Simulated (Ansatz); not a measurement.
A made-up structure of LiBH$_{2}$O, closed shell:

```
atom    x (Å)    y (Å)    z (Å)
 Li1  -0.3319  -1.4552   2.1541
  O2  -0.1019  -0.4466   0.6610
  B3   0.0844   0.3701  -0.5478
  H4  -0.3326  -0.0683  -1.7753
  H5   0.6820   1.5999  -0.4920
```

It is relaxed with PBE-D4/def2-SVP and then PBE0-D4/def2-TZVP (Ansatz 0.2.0). Atoms count as bonded within 1.22 times the sum of their covalent radii (H–H: 0.88 Å). The end point is not checked to be a true minimum.

Problem. Does its bonding change? (Judge from chemistry; the calculation decides.)

Solution. By the calculation: No: no bond forms or breaks.

Where it ends: The first stage lowers the energy by 0.90 eV in 5 steps. It ends as LiBH₂O ([Li][O][BH2]):
```tsv
atom	x (Å)	y (Å)	z (Å)
Li1	-0.2964	-1.2993	1.9234
O2	-0.0910	-0.3986	0.5901
B3	0.0756	0.3304	-0.4892
H4	-0.2970	-0.0610	-1.5851
H5	0.6089	1.4285	-0.4392
```

Labels in which every atom is bracketed show which atoms are joined, not bond orders.

For scale, one of the runs: PBE0-D4/def2-TZVP relaxation, 88 basis functions, launched by `ansatz run in.yaml --threads 2 --pin off --events-out ev --progress --plain --max-ram 4352MiB`. Hardware: 2 CPU threads of an Intel Xeon Platinum 8259CL, shared host. Wall time about 7.5 s.
